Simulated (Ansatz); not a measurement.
**SiH₅ (doublet): the correlation ladder at distance Si1–H5 along a hydrogen transfer = 1.935 Å, cc-pVTZ**

One table from this session's results is given with a row withheld; the runs are named, their logs left out.

The runs use Ansatz 0.2.0, Gaussian basis; cc-pVTZ, core rule «outside noble gas», up to 5 orbitals frozen.

To be run: UHF; CCSD(T) on ROHF; CCSD(T) on UHF; BCCD(T) on ROHF; CCSDT(Q) on ROHF; CCSDT(Q) on UHF; CASSCF and NEVPT2, 3 electrons in 3 orbitals; CASSCF and NEVPT2, 9 electrons in 9 orbitals.

### The system

The geometry derives from fragments relaxed apart (PBE0/def2-TZVP) and kept rigid, so it is no stationary point. A hydrogen atom is moved between rigid fragments.

6 atoms, charge 0, spin multiplicity 2.

Atoms are counted from 1 here; the program's logs count them from 0.

Bond lengths: Si1–H2 1.485 Å, Si1–H3 1.485 Å, Si1–H4 1.485 Å. Angles: H2–Si1–H3 109.5°, H2–Si1–H4 109.5°, H3–Si1–H4 109.5°.

Set-up of the first run:

Input file in.yaml:

```yaml
crystal:
  periodic: [false, false, false]
  atoms:
    - {symbol: Si, position_ang: [-0.100729, 0.000000, 0.000000]}
    - {symbol: H, position_ang: [-0.595601, 1.399708, 0.000000]}
    - {symbol: H, position_ang: [-0.595600, -0.699854, 1.212183]}
    - {symbol: H, position_ang: [-0.595601, -0.699854, -1.212183]}
    - {symbol: H, position_ang: [1.834271, 0.000000, 0.000000]}
    - {symbol: H, position_ang: [2.759271, 0.000000, 0.000000]}
basis:
  gaussian: {orbitals: cc-pVTZ}
magnetization: {spin_polarized: true, initial_magnetization: 1}
hamiltonian: {xc: hf}
output: {orbitals: {seedname: orbitals}}
```

The run is started by

```
$ ansatz run in.yaml --threads 1 --pin off --events-out ev --progress --plain --max-ram 4096MiB --backend cpu
```

Among the steps run: UHF; CCSD(T) on ROHF; CCSD(T) on UHF; BCCD(T) on ROHF; CCSDT(Q) on ROHF; CCSDT(Q) on UHF; CASSCF and NEVPT2, 3 electrons in 3 orbitals; CASSCF and NEVPT2, 9 electrons in 9 orbitals.

One table of the session follows, with a row left open; its other results are not shown here.

| method | from UCCSDT(Q) (kJ/mol) |
| --- | --- |
| ROHF | ? |
| UHF | +514.6 |
| RMP2 | +107.1 |
| UMP2 | +108.3 |
| RCCSD | +15.1 |
| UCCSD | +14.8 |
| RCCSD(T) | +2.8 |
| UCCSD(T) | +2.9 |
| BCCD(T) | +2.8 |
| RCCSDT | +0.4 |
| UCCSDT | +0.4 |
| RCCSDT(Q) | +0.1 |
| UCCSDT(Q) | 0 |
| CASSCF pair | +467.9 |
| NEVPT2 pair | +101.9 |
| CASSCF valence | +353.4 |
| NEVPT2 valence | +106.6 |

**Question.** Estimate the row for ROHF.

As computed: from UCCSDT(Q) (kJ/mol): +532.0. In the column «from UCCSDT(Q) (kJ/mol)» it is the highest.

To keep in mind: Restricted and unrestricted rows rest on different reference determinants; where their highest levels disagree by more than a few hundredths of an eV, they describe different states and don't form one ladder.
